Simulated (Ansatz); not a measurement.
Relaxed structures of CH3OS, doublet (PBE0-D4/def2-TZVP; forces vanish, vibrations not checked; lower isomers may exist, and structures with a doubtful reference or unclear bonds are left out; Å). Program: Ansatz 0.2.0. Basis: def2-TZVPP. Cores are frozen in the correlated methods; orbitals are unrestricted.

Q: Rank them by CCSD(T) energy, lowest first, and give each one's height above the lowest. Links in brackets join atoms within 1.22 times the sum of their covalent radii (1.1 for two metals). (To be estimated.)
A.
CH₃OS ([OH][CH][SH])
```
6
angstrom
O -0.7986 -0.6627 -0.0502
C 0.2046 0.2061 0.1966
S 0.3425 1.6955 -0.6542
H -1.2560 -0.3763 -0.8502
H -0.5963 2.4409 -0.0117
H 0.7765 -0.0233 1.0841
```
B.
CH₃OS ([OH][CH2][S])
```
6
angstrom
O -0.4378 -0.9333 -0.5319
C 0.2970 0.0262 0.1629
S -0.0051 1.7276 -0.2494
H -1.3364 -0.6067 -0.6388
H 1.3573 -0.1934 0.0044
H 0.1250 -0.0204 1.2527
```
C.
CH₃OS ([O][CH2][SH])
```
6
angstrom
O 0.1784 1.5077 -0.1329
C 0.3358 0.2137 0.1526
S -0.5558 -1.0184 -0.8589
H -1.7849 -0.5844 -0.5395
H 1.4015 -0.0695 0.1193
H 0.0533 0.0860 1.2151
```

A: The calculation gives: B (0.0 kJ/mol), A (36.8 kJ/mol), C (93.5 kJ/mol). Heights count from the lowest.

No T1 diagnostic of these runs exceeds 0.021. ⟨S²⟩ of the unrestricted Hartree–Fock references: 0.76 to 0.77 (a pure state has 0.75).

For scale, one of the runs: CCSD(T)/def2-TZVPP, 146 basis functions, launched by `ansatz run in.yaml --threads 2 --pin off --events-out ev --progress --plain --max-ram 4352MiB`. The run took 64 s on 2 CPU threads of an Arm Neoverse V2 (shared host), with 2.1 GiB of host memory at its peak.
